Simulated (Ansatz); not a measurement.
# [SiH5]− (SMILES [H][Si-]([H])([H])([H])[H]) at 6 levels

We compute a comparison of 6 runs (UHF/STO-3G, B3LYP/STO-3G, UPBE0/STO-3G, wB97X/STO-3G, CCSDT(Q)/STO-3G, CCSD(T)/STO-3G) of [SiH5]−. 

Program for the calculation: Ansatz 0.2.0.

### 1 The system as given

[SiH5]− has 6 atoms, charge -1, and is taken as a singlet. SMILES: `[H][Si-]([H])([H])([H])[H]`. The H4–Si1 distance was set to 2.982 Å, away from the relaxed value. At this shape a bond of the SMILES string is far longer than usual.

Bond lengths: Si1–H2 1.639 Å, Si1–H3 1.644 Å, Si1–H5 1.491 Å, Si1–H6 1.491 Å. Angles: H2–Si1–H3 179.9°, H2–Si1–H5 90.0°, H2–Si1–H6 90.1°, H3–Si1–H5 90.0°, H3–Si1–H6 90.0°, H5–Si1–H6 120.0°.

### 2 A single-point energy at UHF/STO-3G (run 1)

Contents of job.yaml:

```yaml
crystal:
  periodic: [false, false, false]
  atoms:
    - {symbol: Si, position_ang: [-1.491069, -0.011390, -0.016260]}
    - {symbol: H, position_ang: [-1.510719, -0.019410, 1.622180]}
    - {symbol: H, position_ang: [-1.469039, -0.003760, -1.660170]}
    - {symbol: H, position_ang: [1.490630, 0.011850, 0.019200]}
    - {symbol: H, position_ang: [-2.248379, 1.273480, -0.020350]}
    - {symbol: H, position_ang: [-2.225559, -1.308870, -0.033250]}
basis:
  gaussian:
    orbitals: STO-3G
total_charge: -1
magnetization:
  spin_polarized: true
  initial_magnetization: 0
hamiltonian:
  xc: hf
accuracy: high
```

On the command line:

```console
$ ansatz run job.yaml --threads 1 --pin off --max-ram 2610MiB --events-out events.jsonl --progress --plain --runs-dir runs
```

The program printed:

```text
Warning: RAYON_NUM_THREADS=1 ignored (pool sized by the plan → 1); use --threads N
Functional definition: HF
  name "HF"
  exchange = exact_x
  correlation = 0
221 factors; integrals over basis functions are off by at most 1.7e-8 eV
mean field evaluation 1: about -7834.7621 eV, gradient 1.0e1 eV
mean field evaluation 2: about -7834.7783 eV, gradient 1.0e1 eV
mean field evaluation 4: about -7836.7684 eV, gradient 5.6e-1 eV
mean field evaluation 8: about -7836.7705 eV, gradient 1.1e-5 eV
mean field evaluation 16: about -7838.4421 eV, gradient 6.3e-3 eV
mean field evaluation 32: about -7838.4379 eV, gradient 2.1e-4 eV
mean field -7838.43793610 eV, -288.0572810675 hartree, gradient 1.4e-8 eV, S^2 0.934240; 2 other end points of the search recorded, 0 dependent functions left out
reference -7838.43793610 eV, -288.0572810675 hartree; 10, 10 occupied and 4, 4 virtual orbitals, 221 factors
Total energy: -7838.43793610 eV, -288.0572810675 hartree
```

Wall time 0.1 s (1 thread of Arm Neoverse V1, shared host).

### 3 The energy at B3LYP/STO-3G (run 2)

job.yaml: that of step 2 with these lines changed.

```diff
@@ -1 +1,4 @@
+basis:
+  gaussian:
+    orbitals: STO-3G
 crystal:
@@ -9,11 +12,5 @@
     - {symbol: H, position_ang: [-2.225559, -1.308870, -0.033250]}
-basis:
-  gaussian:
-    orbitals: STO-3G
 total_charge: -1
-magnetization:
-  spin_polarized: true
-  initial_magnetization: 0
 hamiltonian:
-  xc: hf
+  xc: {name: B3LYP}
 accuracy: high
```

On the command line:

```console
$ ansatz run job.yaml --threads 1 --pin off --max-ram 2610MiB --events-out events.jsonl --progress --plain --runs-dir runs
```

The program printed:

```text
Warning: RAYON_NUM_THREADS=1 ignored (pool sized by the plan → 1); use --threads N
Functional definition: B3LYP
  name "B3LYP"
  parameter a0 = 0.2
  parameter ax = 0.72
  parameter ac = 0.81
  exchange = (1 - a0 - ax)*slater_x + ax*b88_x + a0*exact_x
  correlation = (1 - ac)*vwn_rpa_c + ac*lyp_c
221 factors; integrals over basis functions are off by at most 1.7e-8 eV
mean field evaluation 1: about -7851.8824 eV, gradient 2.7e1 eV
mean field evaluation 2: about -7836.3703 eV, gradient 3.1e1 eV
mean field evaluation 4: about -7857.2720 eV, gradient 2.3e0 eV
mean field evaluation 8: about -7857.2976 eV, gradient 1.3e-1 eV
mean field evaluation 16: about -7857.2551 eV, gradient 1.1e-4 eV
mean field -7857.25506098 eV, -288.7487976523 hartree, gradient 4.3e-9 eV, S^2 0.000000; 0 other end points of the search recorded, 0 dependent functions left out
reference -7857.25508989 eV, -288.7487987146 hartree; 10, 10 occupied and 4, 4 virtual orbitals, 221 factors
Total energy: -7857.25508989 eV, -288.7487987146 hartree
```

Run time: 0.89 s. Hardware: 1 thread of Arm Neoverse V1, shared host.

Run 3 isn't shown in full; the table further down has it.

### 4 A single-point energy at wB97X/STO-3G (run 4)

Contents of input.yaml:

```yaml
crystal:
  periodic: [false, false, false]
  atoms:
    - {symbol: Si, position_ang: [-1.491069, -0.011390, -0.016260]}
    - {symbol: H, position_ang: [-1.510719, -0.019410, 1.622180]}
    - {symbol: H, position_ang: [-1.469039, -0.003760, -1.660170]}
    - {symbol: H, position_ang: [1.490630, 0.011850, 0.019200]}
    - {symbol: H, position_ang: [-2.248379, 1.273480, -0.020350]}
    - {symbol: H, position_ang: [-2.225559, -1.308870, -0.033250]}
basis:
  gaussian: {orbitals: STO-3G}
total_charge: -1
hamiltonian: {xc: {name: wB97X}}
accuracy: high
```

On the command line:

```console
$ ansatz run input.yaml --threads 1 --pin off --max-ram 2610MiB --events-out events.jsonl --progress --plain --runs-dir runs
```

The program printed, shortened:

```text
Warning: RAYON_NUM_THREADS=1 ignored (pool sized by the plan → 1); use --threads N
Functional definition: wB97X
  name "wB97X"
[...]
      + exact_x_lr(omega)
[...]
      + integral(e_c_pw_opposite_spin*poly(b97_u_opposite, 1, cos1, cos2, cos3, cos4))
221 factors; integrals over basis functions are off by at most 1.7e-8 eV
122 factors; integrals over basis functions are off by at most 8.6e-10 eV
[...]
mean field -7855.79060851 eV, -288.6949800167 hartree, gradient 2.4e-8 eV, S^2 0.000000; 0 other end points of the search recorded, 0 dependent functions left out
reference -7855.79060660 eV, -288.6949799464 hartree; 10, 10 occupied and 4, 4 virtual orbitals, 221 factors
Total energy: -7855.79060660 eV, -288.6949799464 hartree
```

Wall time 3.6 s (1 thread of Arm Neoverse V1, shared host); peak memory 0.22 GiB.

Run 5 isn't shown in full; the table further down has it.

### 5 The energy at CCSD(T)/STO-3G (run 6)

Contents of run.yaml:

```yaml
basis:
  gaussian:
    orbitals: STO-3G
crystal:
  periodic: [false, false, false]
  atoms:
    - {symbol: Si, position_ang: [-1.491069, -0.011390, -0.016260]}
    - {symbol: H, position_ang: [-1.510719, -0.019410, 1.622180]}
    - {symbol: H, position_ang: [-1.469039, -0.003760, -1.660170]}
    - {symbol: H, position_ang: [1.490630, 0.011850, 0.019200]}
    - {symbol: H, position_ang: [-2.248379, 1.273480, -0.020350]}
    - {symbol: H, position_ang: [-2.225559, -1.308870, -0.033250]}
total_charge: -1
correlation:
  method: ccsd_t
  frozen_orbitals: {H: 0, Si: 5}
accuracy: high
scf:
  omitted_lower_state_checks: [cluster_reference, increment]
```

On the command line:

```console
$ ansatz run run.yaml --threads 1 --pin off --max-ram 2610MiB --events-out events.jsonl --progress --plain --runs-dir runs
```

The program printed:

```text
Warning: RAYON_NUM_THREADS=1 ignored (pool sized by the plan → 1); use --threads N
[... 11 lines left out ...]
5 core orbitals not correlated: weight in the atoms' cores, before any rotation towards them, 0.999 or more for the frozen orbitals, at most 0.000 for the correlated occupied ones
[... 31 lines left out ...]
WARN: these amplitudes may be one of several solutions (largest doubles amplitude 0.52, level shift 2.74 eV)
Total energy: -7840.49759775 eV, -288.1329722373 hartree
Checks for a lower state left out: cluster_reference, increment
```

Run time: 0.12 s. Hardware: 1 thread of Arm Neoverse V1, shared host.

### 6 Overview of the runs

```csv
run,level,frozen core orbitals,energy (Eh),wall time
1,UHF/STO-3G,–,-288.057281,0.1 s
2,B3LYP/STO-3G,–,-288.748799,0.89 s
3,UPBE0/STO-3G,–,-288.603771,2.6 s
4,wB97X/STO-3G,–,-288.694980,3.6 s
5,CCSDT(Q)/STO-3G,5,-288.131262,0.16 s
6,CCSD(T)/STO-3G,5,-288.132972,0.12 s
```

### 7 Summary of results

```
                                          quantity          value
                               run 6: total energy  -288.13297 Eh
run 6: correlation energy (5 core orbitals frozen)     -137.0 mEh
                             run 6: (T) correction      -5.08 mEh
                              run 6: T1 diagnostic          0.091
```

In words: Below the UHF energy at the same shape and in the same basis (STO-3G): CCSDT(Q) -74.0 mEh; CCSD(T) -75.7 mEh. Some of these start from another determinant than that one, so these aren't their correlation energies. Totals of different functionals can't be ranked against each other. In run 6 the T1 diagnostic is large, so a single reference may not serve. In runs 5, 6 the log says that unrestricted orbitals would lower the reference, so the values rest on an unstable closed-shell determinant (other closed-shell runs at this shape may share the fault). In runs 1, 2, 3, 4, 5, 6 the basis is minimal, so the values are rough. Spin contamination of the reference: run 1 ⟨S²⟩ = 0.93, run 3 ⟨S²⟩ = 0.54. Where it is this large, the reference is a mixture of spin states, and values that rest on it are in doubt. All runs together took 7.5 s, the longest 3.6 s.
